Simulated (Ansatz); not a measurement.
in.yaml

```yaml
crystal:
  periodic: [false, false, false]
  atoms:
    - {symbol: Si, position_ang: [0.000000, 0.032553, 0.617233]}
    - {symbol: C, position_ang: [0.000000, -0.127023, -1.268554]}
    - {symbol: H, position_ang: [0.000000, 0.606549, -2.082531]}
basis:
  gaussian: {orbitals: 6-31G}
total_charge: 1
magnetization: {spin_polarized: true, initial_magnetization: 2}
correlation: {method: ccsdtq, electrons: outside_noble_gas}
```

```sh
$ ansatz run in.yaml --threads 1 --pin off --events-out ev --progress --plain --max-ram 2393MiB
```

(1) Roughly how long does this take on 1 thread of Intel Xeon 6975P-C, shared host, and how much host memory?

```
507 factors; integrals over basis functions are off by at most 9.6e-8 eV
mean field evaluation 1: about -8891.6781 eV, gradient 2.1e1 eV
mean field evaluation 2: about -8891.6805 eV, gradient 2.1e1 eV
mean field evaluation 4: about -8895.6052 eV, gradient 3.0e0 eV
mean field evaluation 8: about -8896.1040 eV, gradient 1.5e-1 eV
mean field evaluation 16: about -8893.7677 eV, gradient 1.6e1 eV
mean field evaluation 32: about -8894.5670 eV, gradient 7.6e0 eV
mean field evaluation 64: about -8893.7116 eV, gradient 1.5e0 eV
mean field evaluation 96: about -8892.9058 eV, gradient 1.0e-1 eV
mean field evaluation 128: about -8891.4504 eV, gradient 4.5e-1 eV
mean field evaluation 160: about -8896.0446 eV, gradient 5.0e-1 eV
mean field -8896.10475902 eV, -326.9258198975 hartree, gradient 5.3e-6 eV, S^2 2.132426; 9 other end points of the search recorded, 0 dependent functions left out
determinant -8896.10475902 eV, -326.9258198975 hartree, with singles and doubles -8899.08685608 eV, -327.0354099434 hartree
determinant -8893.79810997 eV, -326.8410521085 hartree, with singles and doubles -8896.88195216 eV, -326.9543812187 hartree
determinant -8893.71802417 eV, -326.8381090097 hartree, with singles and doubles -8896.53727733 eV, -326.9417146522 hartree
determinant -8892.93303226 eV, -326.8092610891 hartree, with singles and doubles -8895.50386713 eV, -326.9037375279 hartree
determinant -8892.90451381 eV, -326.8082130554 hartree, with singles and doubles -8895.62607440 eV, -326.9082285623 hartree
determinant -8892.86244909 eV, -326.8066672056 hartree, with singles and doubles -8895.50511087 eV, -326.9037832344 hartree
determinant -8892.85219670 eV, -326.8062904369 hartree, with singles and doubles -8896.99250895 eV, -326.9584441058 hartree
6 core orbitals not correlated: weight in the atoms' cores, before any rotation towards them, 1.000 or more for the frozen orbitals, at most 0.000 for the correlated occupied ones
reference -8896.10475902 eV, -326.9258198975 hartree; 5, 3 occupied and 13, 15 virtual orbitals, 507 factors
second order -2.20294110 eV of doubles, -0.00000000 eV of singles
...
cycle  18  -3.10524715 eV  change    8.0e-6 eV  update   1.7e-5
cycle  19  -3.10523902 eV  change    8.1e-6 eV  update   1.1e-5
cycle  20  -3.10524296 eV  change   -3.9e-6 eV  update   6.9e-6
cycle  21  -3.10524929 eV  change   -6.3e-6 eV  update   5.0e-6
cycle  22  -3.10525340 eV  change   -4.1e-6 eV  update   3.3e-6
cycle  23  -3.10525603 eV  change   -2.6e-6 eV  update   2.2e-6
cycle  24  -3.10525658 eV  change   -5.6e-7 eV  update   1.3e-6
cycle  25  -3.10525719 eV  change   -6.1e-7 eV  update   8.2e-7
cycle  26  -3.10525802 eV  change   -8.3e-7 eV  update   5.2e-7
cycle  27  -3.10525854 eV  change   -5.2e-7 eV  update   3.3e-7
Total energy: -8899.21001756 eV, -327.0399360441 hartree
```

For the same geometry and basis full CI lies 0.1 meV higher.

Results:

(1) 20 s wall and 0.22 GiB.
